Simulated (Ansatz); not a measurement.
Ansatz (a program for electronic structure) input (B3LYP-D3(BJ)/def2-TZVP):

Ansatz 0.2 input:
```yaml
crystal:
  periodic: [false, false, false]
  atoms:
    - {symbol: Cl, position_ang: [-0.00000000, -0.00000000, -0.07362004]}
    - {symbol: H, position_ang: [0.00000000, 0.00000000, 1.25154065]}
basis:
  gaussian:
    orbitals: def2-TZVP
hamiltonian:
  xc: b3lyp
  dispersion: d3bj
total_charge: 1
magnetization: {spin_polarized: true, initial_magnetization: 1}
phonons: {temperatures: {t_min: 298.15, t_max: 298.15, t_step: 100}}
```

Output:

```
Functional definition: B3LYP
integrals: 0.00 GiB planned
307 factors; their error is unknown
mean field: 0.09 GiB planned
mean field evaluation 1: about -12526.1903 eV, gradient 1.7e1 eV
mean field evaluation 2: about -12526.7337 eV, gradient 1.3e1 eV
mean field evaluation 4: about -12527.2153 eV, gradient 4.2e-1 eV
mean field evaluation 8: about -12527.2453 eV, gradient 1.4e-3 eV
mean field -12527.24530838 eV, -460.3677738111 hartree, gradient 2.0e-5 eV, S^2 0.753704; 0 other end points of the search recorded, 0 dependent functions left out
the calculation of the forces begins
reference -12527.24543907 eV, -460.3677786139 hartree; 9, 8 occupied and 34, 35 virtual orbitals, 307 factors
these checks for a lower state are left out or cut short: stability, starts, cluster_reference, orbital_swaps, neighbouring_geometries, increment
integrals: 0.00 GiB planned
307 factors; their error is unknown
mean field: 0.09 GiB planned
mean field evaluation 16: about -12527.2453 eV, gradient 4.1e-2 eV
mean field -12527.24530838 eV, -460.3677738110 hartree, gradient 8.4e-7 eV, S^2 0.753704; 0 other end points of the search recorded, 0 dependent functions left out
the calculation of the forces begins
reference -12527.24543907 eV, -460.3677786139 hartree; 9, 8 occupied and 34, 35 virtual orbitals, 307 factors
these checks for a lower state are left out or cut short: stability, starts, cluster_reference, orbital_swaps, neighbouring_geometries, increment
integrals: 0.00 GiB planned
307 factors; their error is unknown
mean field: 0.09 GiB planned
mean field -12527.24530838 eV, -460.3677738110 hartree, gradient 8.4e-7 eV, S^2 0.753704; 0 other end points of the search recorded, 0 dependent functions left out
the calculation of the forces begins
reference -12527.24543907 eV, -460.3677786139 hartree; 9, 8 occupied and 34, 35 virtual orbitals, 307 factors
these checks for a lower state are left out or cut short: stability, starts, cluster_reference, orbital_swaps, neighbouring_geometries, increment
integrals: 0.00 GiB planned
307 factors; their error is unknown
mean field: 0.09 GiB planned
mean field evaluation 32: about -12527.2453 eV, gradient 6.7e-5 eV
mean field -12527.24530838 eV, -460.3677738110 hartree, gradient 1.4e-6 eV, S^2 0.753704; 0 other end points of the search recorded, 0 dependent functions left out
the calculation of the forces begins
reference -12527.24543907 eV, -460.3677786139 hartree; 9, 8 occupied and 34, 35 virtual orbitals, 307 factors
these checks for a lower state are left out or cut short: stability, starts, cluster_reference, orbital_swaps, neighbouring_geometries, increment
integrals: 0.00 GiB planned
307 factors; their error is unknown
mean field: 0.09 GiB planned
mean field -12527.24530838 eV, -460.3677738110 hartree, gradient 1.4e-6 eV, S^2 0.753704; 0 other end points of the search recorded, 0 dependent functions left out
the calculation of the forces begins
reference -12527.24543907 eV, -460.3677786139 hartree; 9, 8 occupied and 34, 35 virtual orbitals, 307 factors
these checks for a lower state are left out or cut short: stability, starts, cluster_reference, orbital_swaps, neighbouring_geometries, increment
integrals: 0.00 GiB planned
307 factors; their error is unknown
mean field: 0.09 GiB planned
mean field -12527.24523239 eV, -460.3677710184 hartree, gradient 1.2e-6 eV, S^2 0.753701; 0 other end points of the search recorded, 0 dependent functions left out
the calculation of the forces begins
reference -12527.24536303 eV, -460.3677758193 hartree; 9, 8 occupied and 34, 35 virtual orbitals, 307 factors
these checks for a lower state are left out or cut short: stability, starts, cluster_reference, orbital_swaps, neighbouring_geometries, increment
integrals: 0.00 GiB planned
307 factors; their error is unknown
mean field: 0.09 GiB planned
mean field -12527.24522994 eV, -460.3677709286 hartree, gradient 2.6e-6 eV, S^2 0.753707; 0 other end points of the search recorded, 0 dependent functions left out
the calculation of the forces begins
reference -12527.24536069 eV, -460.3677757335 hartree; 9, 8 occupied and 34, 35 virtual orbitals, 307 factors
these checks for a lower state are left out or cut short: stability, starts, cluster_reference, orbital_swaps, neighbouring_geometries, increment
integrals: 0.00 GiB planned
307 factors; their error is unknown
mean field: 0.09 GiB planned
mean field -12527.24530838 eV, -460.3677738110 hartree, gradient 8.4e-7 eV, S^2 0.753704; 0 other end points of the search recorded, 0 dependent functions left out
the calculation of the forces begins
reference -12527.24543907 eV, -460.3677786139 hartree; 9, 8 occupied and 34, 35 virtual orbitals, 307 factors
these checks for a lower state are left out or cut short: stability, starts, cluster_reference, orbital_swaps, neighbouring_geometries, increment
integrals: 0.00 GiB planned
307 factors; their error is unknown
mean field: 0.09 GiB planned
mean field evaluation 64: about -12527.2162 eV, gradient 6.8e-2 eV
mean field -12527.24530838 eV, -460.3677738110 hartree, gradient 8.4e-7 eV, S^2 0.753704; 0 other end points of the search recorded, 0 dependent functions left out
the calculation of the forces begins
reference -12527.24543907 eV, -460.3677786139 hartree; 9, 8 occupied and 34, 35 virtual orbitals, 307 factors
these checks for a lower state are left out or cut short: stability, starts, cluster_reference, orbital_swaps, neighbouring_geometries, increment
integrals: 0.00 GiB planned
307 factors; their error is unknown
mean field: 0.09 GiB planned
mean field -12527.24530838 eV, -460.3677738110 hartree, gradient 1.4e-6 eV, S^2 0.753704; 0 other end points of the search recorded, 0 dependent functions left out
the calculation of the forces begins
reference -12527.24543907 eV, -460.3677786139 hartree; 9, 8 occupied and 34, 35 virtual orbitals, 307 factors
these checks for a lower state are left out or cut short: stability, starts, cluster_reference, orbital_swaps, neighbouring_geometries, increment
integrals: 0.00 GiB planned
307 factors; their error is unknown
mean field: 0.09 GiB planned
mean field -12527.24530838 eV, -460.3677738110 hartree, gradient 1.4e-6 eV, S^2 0.753704; 0 other end points of the search recorded, 0 dependent functions left out
the calculation of the forces begins
reference -12527.24543907 eV, -460.3677786139 hartree; 9, 8 occupied and 34, 35 virtual orbitals, 307 factors
these checks for a lower state are left out or cut short: stability, starts, cluster_reference, orbital_swaps, neighbouring_geometries, increment
integrals: 0.00 GiB planned
307 factors; their error is unknown
mean field: 0.09 GiB planned
mean field -12527.24522994 eV, -460.3677709286 hartree, gradient 2.6e-6 eV, S^2 0.753707; 0 other end points of the search recorded, 0 dependent functions left out
the calculation of the forces begins
reference -12527.24536069 eV, -460.3677757335 hartree; 9, 8 occupied and 34, 35 virtual orbitals, 307 factors
these checks for a lower state are left out or cut short: stability, starts, cluster_reference, orbital_swaps, neighbouring_geometries, increment
integrals: 0.00 GiB planned
307 factors; their error is unknown
mean field: 0.09 GiB planned
mean field evaluation 96: about -12527.2452 eV, gradient 1.2e-6 eV
mean field -12527.24523239 eV, -460.3677710184 hartree, gradient 1.2e-6 eV, S^2 0.753701; 0 other end points of the search recorded, 0 dependent functions left out
the calculation of the forces begins
reference -12527.24536303 eV, -460.3677758193 hartree; 9, 8 occupied and 34, 35 virtual orbitals, 307 factors
Total energy: -12527.26072951 eV, -460.3683405270 hartree
Atom 0 at    -0.000000    -0.000000    -0.073620 Å, force     0.000000    -0.000000     0.000674 eV/Å
Atom 1 at     0.000000     0.000000     1.251541 Å, force    -0.000000     0.000000    -0.000674 eV/Å
Dipole moment:     0.000000    -0.000000     0.331937 e Å
Vibrations: 2618.29 cm⁻¹, zero-point energy 0.162314 eV
```
